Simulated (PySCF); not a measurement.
Gas-phase reaction: 2 Si2H6 = 2 Si2H5 + H2

Energies from PySCF, thermal terms from the rigid-rotor harmonic-oscillator model, ideal gas at 1 bar. † marks an energy on the PBE0/def2-TZVP geometry and frequencies; other levels use their own. CCSD(T) freezes the core. 6-31G* has spherical d functions here. Open shells (unrestricted): Si2H5 (multiplicity 2); the rest are closed-shell singlets. Si2H5: computed as isolated molecules; such fragments, hydroxides, amides, oligomers or adducts are transient or little studied in the gas. CCSD(T) isn't extrapolated to the basis-set limit; its ΔH°(298 K) is 299.6 kJ in def2-SVP and 304.1 kJ in def2-TZVPP. The harmonic model lacks anharmonicity and excited electronic states, which grow with temperature; levels with a mode under 35 cm⁻¹ are left out. Internal rotation in Si2H6, Si2H5 is treated as a harmonic vibration of one conformer, which makes the entropy rough.

| level | ΔE electronic, kJ | ΔH°(298 K), kJ | ΔS°(298 K), J/K | ΔG°(800 K), kJ |
|---|---|---|---|---|
| CCSD(T)/def2-SVP† | 314 | 300 | 166 | 163 |
| CCSD(T)/def2-TZVPP† | 319 | 304 | 166 | 167 |
| HF/6-31G* | 267 | 251 | 166 | 113 |
| HF/def2-TZVP† | 265 | 250 | 166 | 114 |
| PBE/def2-TZVP† | 298 | 283 | 166 | 147 |
| PBE0/def2-SVP† | 312 | 297 | 166 | 161 |
| PBE0/def2-TZVP | 306 | 291 | 166 | 154 |
| LDA/def2-TZVP† | 342 | 327 | 166 | 190 |
| ωB97X-V/def2-TZVP† | 336 | 321 | 166 | 185 |
ΔH° is lowest at HF/def2-TZVP† and highest at LDA/def2-TZVP†. No reference value is set beside these.
